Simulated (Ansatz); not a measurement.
F$_{2}$+ (`F[F+]`) radical. The species carries charge 1 and has multiplicity 2.

```xyz
2

F    -0.448    0.114   -0.438
F     0.448   -0.114    0.438
```

Question: Give the diagnostics of a CCSD(T)/def2-TZVPP run (frozen core, Ansatz 0.2.0). (An estimate is asked.)

Answer: Ansatz gave: T1 = 0.0809, largest single amplitude 0.381, largest double 0.137, (T) share of the correlation energy 3.6 %, 14 CCSD cycles. ⟨S²⟩ of the UHF reference is 0.785 against 0.75 for a pure state. T1 lies over the customary mark of 0.045 for open shells.
